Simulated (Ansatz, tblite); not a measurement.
Cost and result up the ladder for SiS2⁻ (3 atoms). Total charge -1; doublet. Geometry: PBE-D4/def2-TZVPD.

```xyz
3

Si    0.288   -0.442    0.078
S    -0.323    0.430    1.807
S     0.035    0.012   -1.885
```

Ansatz on 4 threads of Arm Neoverse V1 on a shared host; xTB runs through tblite on one thread. Times are rough, summed over both states, and most runs start from the orbitals of an earlier one. ωB97M-V/def2-TZVPD serves as the yardstick here, not as an exact answer. The other state is a quartet at its own geometry.

The xTB rows come from tblite. LC-ωPBE has ω = 0.4 bohr⁻¹. Correlated methods freeze 15 core orbitals. In CCSD on the charge -1 quartet the largest single amplitude is 0.20, so its Hartree–Fock determinant may place the open shell otherwise than the density functionals do. The structure comes from a short search, and lower isomers may exist.

Run but left out: HF/STO-3G, HF/def2-TZVPD, HF/def2-TZVPPD, MP2/def2-TZVPD, MP2/def2-TZVPPD (quartet: a determinant that CCSD turns far, T1 0.051).

Correlated methods converge slowly with the basis.

xTB has no spin-polarisation term.

```
                             level  functions  wall time  quartet − doublet (eV)  difference from ωB97M-V/def2-TZVPD (eV)                                               remarks
                          GFN2-xTB         27    0.006 s                    3.04                                    -0.08                                                     –
                 PBE-D4/def2-TZVPD        135      3.1 s                    2.71                                    -0.41  HOMO above zero (doublet), HOMO above zero (quartet)
                RPA@PBE/def2-TZVPD        135      4.4 s                    2.72                                    -0.39                                                     –
                PBE0-D4/def2-TZVPD        135      4.6 s                    2.77                                    -0.35                             HOMO above zero (quartet)
                LC-ωPBE/def2-TZVPD        135      6.1 s                    2.91                                    -0.21                                                     –
r2SCAN-D4/def2-TZVPD (with forces)        135      7.5 s                    2.70                                    -0.42                             HOMO above zero (quartet)
           CAM-B3LYP-D4/def2-TZVPD        135      7.6 s                    2.89                                    -0.23                                                     –
             r2SCAN0-D4/def2-TZVPD        135       12 s                    2.73                                    -0.39                             HOMO above zero (quartet)
                ωB97X-V/def2-TZVPD        135       18 s                    3.02                                    -0.10                                                     –
               CCSD(T)/def2-TZVPPD        150       22 s                    2.92                                    -0.20                            large T1 (0.051) (quartet)
                ωB97M-V/def2-TZVPD        135       22 s                    3.12                                     0.00                                                     –
```
